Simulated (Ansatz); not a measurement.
**Fluorite CeO2**

Computed with PBEsol (plane waves, PAW; Ansatz, a quantum-chemistry and plane-wave program).

Run with plane-wave cutoff 500 eV, 12×12×1 k mesh (along the axes of the cell as run), gaussian smearing 0.02 eV, scalar-relativistic PAW data made under PBE.

Cell: relaxed at this level.

```
Item                                  Value
--------------------------------  ---------
surface energy of the (111) face  0.81 J/m²
ionisation potential of the slab    6.34 eV
```

The slab of 18 atoms is relaxed and unreconstructed.

Spin–orbit coupling is not included.

Static lattice: no zero-point or thermal effects.

It cost roughly 5 core-minutes of CPU time.
